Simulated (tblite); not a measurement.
Species: C4H9P.
Geometry (GFN2-xTB, Å), atoms numbered from 1 in this order:
```xyz
14
C4H9P angstrom
C      1.8934   -0.1131   -0.0526
P      0.5145   -0.3940    1.1563
C     -0.7383   -1.1488   -0.0267
C     -1.2487    0.2300   -0.4696
C     -0.5886    1.0441    0.6526
H      2.5648    0.6415    0.3544
H      1.5257    0.2117   -1.0233
H      2.4519   -1.0410   -0.1659
H     -0.3261   -1.7819   -0.8113
H     -1.4918   -1.7155    0.5203
H     -0.8638    0.5077   -1.4506
H     -2.3358    0.3148   -0.5036
H     -0.0715    1.9522    0.3457
H     -1.2865    1.2919    1.4522
```

Level: GFN2-xTB in tblite, geometry and Hessian alike; calculated harmonic values, unscaled, isolated species. Errors from tens to a few hundred cm⁻¹ against measured bands are possible. One conformer, not necessarily the lowest.

Harmonic wavenumbers (cm⁻¹): 139.8, 161.5, 238.9, 266.9, 549.3, 688.7, 688.9, 728.7, 745.8, 802.2, 861.8, 876.7, 936.0, 996.1, 1007.7, 1045.7, 1156.6, 1166.1, 1199.0, 1212.5, 1279.5, 1314.6, 1437.0, 1445.8, 1451.1, 1458.3, 1499.8, 2966.2, 2980.6, 2984.8, 2993.0, 2993.1, 2997.5, 3008.2, 3009.3, 3014.6.

A = 6072, B = 3434, C = 3238 MHz; mass 88.044 u (most abundant isotopes); point group Cs, symmetry number 1.

Task: Zero-point energy?

Result: ½Σν̃ = 26151 cm⁻¹ = 74.77 kcal/mol.

Task: Give the ideal-gas entropy at 273.15 K and 1 bar in the rigid-rotor, harmonic-oscillator model (classical rotation).

Result: Translation 38.93, rotation 25.71, vibration 10.33: S = 75.0 cal/(mol K).

Task: And Cp and H(273.15 K) − H(0)?

Result: Cp = 22.60 cal/(mol K), of which vibrations give 14.65 (their classical limit is 36 R = 71.5); H(273.15 K) − H(0) = 3.88 kcal/mol without the zero-point energy, 1.71 from vibrations.

Task: Which modes carry the vibrational entropy at 273.15 K?

Result: 139.8 cm⁻¹: 2.64; 161.5 cm⁻¹: 2.37; 238.9 cm⁻¹: 1.66; 266.9 cm⁻¹: 1.47; 549.3 cm⁻¹: 0.45; 688.7 cm⁻¹: 0.25 cal/(mol K); the other 30 give 1.49 together.

Task: What must be added to the electronic energy to get the Gibbs energy at 273.15 K and 1 bar?

Result: ZPE + [H(273.15 K) − H(0)] − T·S = 74.77 + 3.88 − 20.48 = 58.17 kcal/mol.

Task: Blend soft modes into free rotors: weight 1/[1 + (100 cm⁻¹/ν̃)⁴] for the oscillator and the rest for a rotor with moment μB/(μ + B), μ = h/(8π²ν), B = 10⁻⁴⁴ kg m². What vibrational entropy results?

Result: 10.29 cal/(mol K) in place of 10.33, which changes −T·S at 273.15 K by +0.01 kcal/mol.

Task: How do the functions run with temperature in this model?

Result: 
```json
{"T (K)": "50", "S (cal/(mol K))": "51.5", "Cp (cal/(mol K))": "9.1", "H − H(0) (kcal/mol)": "0.41", "G − H(0) (kcal/mol)": "-2.16", "ln q(vib)": "0.03"}
{"T (K)": "100", "S (cal/(mol K))": "58.8", "Cp (cal/(mol K))": "12.2", "H − H(0) (kcal/mol)": "0.95", "G − H(0) (kcal/mol)": "-4.93", "ln q(vib)": "0.30"}
{"T (K)": "298.15", "S (cal/(mol K))": "77.0", "Cp (cal/(mol K))": "24.5", "H − H(0) (kcal/mol)": "4.47", "G − H(0) (kcal/mol)": "-18.49", "ln q(vib)": "2.34"}
{"T (K)": "373.15", "S (cal/(mol K))": "83.1", "Cp (cal/(mol K))": "30.1", "H − H(0) (kcal/mol)": "6.52", "G − H(0) (kcal/mol)": "-24.50", "ln q(vib)": "3.27"}
{"T (K)": "500", "S (cal/(mol K))": "93.2", "Cp (cal/(mol K))": "38.5", "H − H(0) (kcal/mol)": "10.89", "G − H(0) (kcal/mol)": "-35.69", "ln q(vib)": "4.97"}
{"T (K)": "750", "S (cal/(mol K))": "111.1", "Cp (cal/(mol K))": "50.1", "H − H(0) (kcal/mol)": "22.07", "G − H(0) (kcal/mol)": "-61.28", "ln q(vib)": "8.55"}
{"T (K)": "1000", "S (cal/(mol K))": "126.7", "Cp (cal/(mol K))": "57.8", "H − H(0) (kcal/mol)": "35.63", "G − H(0) (kcal/mol)": "-91.05", "ln q(vib)": "12.10"}
```

q(vib) and H(0) count from the zero-point level.

Hindered rotation and anharmonicity are outside this model. Other conformers, if any are populated, would add a mixing term that is left out.
